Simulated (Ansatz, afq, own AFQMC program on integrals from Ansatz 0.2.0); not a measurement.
# Zr, triplet → Zr⁺, quartet

A free Zr atom.

E(quartet, charge +1) − E(triplet, charge +0) at this geometry, on UHF and UHF determinants.

Basis def2-TZVPP with its core potentials. Only valence electrons are correlated. Integrals, coupled cluster, full CI and functionals: Ansatz 0.2.0; the random walks run on the same integrals in our own AFQMC program. The CISD trial takes its coefficients from CCSD amplitudes. Released means that phaseless walkers are propagated on without the constraint, phases kept. Error bars are statistical, one sigma. No spin–orbit coupling. The metal's outer-core s and p shells are frozen, which shifts wave-function levels against functionals. The errors of all members are added in quadrature.

Full CI on the same integrals is exact in this basis and with this determinant's frozen core.

Errors are counted within def2-TZVPP, not against nature.

Cautions: no spin-orbit coupling; outer-core shells of the metal frozen; Zr (triplet): its ph-AFQMC/CISD value lies 29.0 ± 2.0 meV above full CI.

Reference (full CI): 6.447 eV.

```
         level  vertical ionization energy (eV)  error against FCI (eV)
            HF                            5.195                  -1.253
           MP2                            6.100                  -0.347
          CCSD                            6.337                  -0.111
       CCSD(T)                            6.413                  -0.034
 ph-AFQMC/CISD                    6.417 ± 0.003          -0.030 ± 0.003
released AFQMC                    6.433 ± 0.006          -0.014 ± 0.006
```

Correlation beyond CCSD(T) adds 0.034 eV. The perturbative (T) step is worth +0.077 eV.

A walk keeps the symmetry of its determinant, which the program's search chose and which needn't be the lowest solution, so a lower state of the same spin and another symmetry isn't excluded. Released energies are given only where the last usable release times agree within the noise; a slower fall can still hide under it.
